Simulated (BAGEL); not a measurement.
**H3S+ (sulfonium): an attempt with BAGEL**

Aim: energy and forces of H3S+ (sulfonium).

Program for the calculation: BAGEL 1.2.2.

8 further runs of the same task are left out: 1 that didn't finish, 7 set aside as unsound or not needed.

## Step 1: The molecule

H3S+ has 4 atoms, charge +1, and is taken as a singlet. SMILES: `[SH3+]`. The coordinates come from a GFN2-xTB relaxation.

Bond lengths: S1–H2 1.356 Å, S1–H3 1.355 Å, S1–H4 1.355 Å. Angles: H2–S1–H3 93.7°, H2–S1–H4 93.7°, H3–S1–H4 93.7°.

## Step 2: The job

input.json reads:

```json
{ "bagel" : [

{
  "title" : "molecule",
  "basis" : "6-311g**",
  "df_basis" : "svp-jkfit",
  "angstrom" : true,
  "dkh" : true,
  "geometry" : [
    { "atom" : "S", "xyz" : [       0.301620,      -0.100910,      -0.445950 ] },
    { "atom" : "H", "xyz" : [       0.848020,       0.280920,       0.734350 ] },
    { "atom" : "H", "xyz" : [      -0.494150,      -1.037930,       0.125030 ] },
    { "atom" : "H", "xyz" : [      -0.655500,       0.857920,      -0.413440 ] }
  ]
},

{
  "title" : "force",
  "method" : [
    {
      "title" : "mp2",
      "charge" : 1,
      "ncore" : 5
    }
  ]
}

]}
```

Command:

```
BAGEL_NUM_THREADS=1 BAGEL input.json > input.out
```

The program printed:

```text
* using 1 threads per process

  ===============================================================
  ===============================================================

  ERROR: EXCEPTION RAISED:  6-311g** cannot be opened. Please see if the file is in <basis library>.
  You can also specify the full path to the basis file.
```

It took 0.3 s on 1 thread of Intel Xeon 6975P-C (Granite Rapids), shared host; peak memory 0.081 GiB.

## Step 3: What went wrong

The input was rejected.

The telling line is `ERROR: EXCEPTION RAISED:  6-311g** cannot be opened. Please see if the file is in <basis library>.`. Cause: the input names a basis that the program doesn't know.
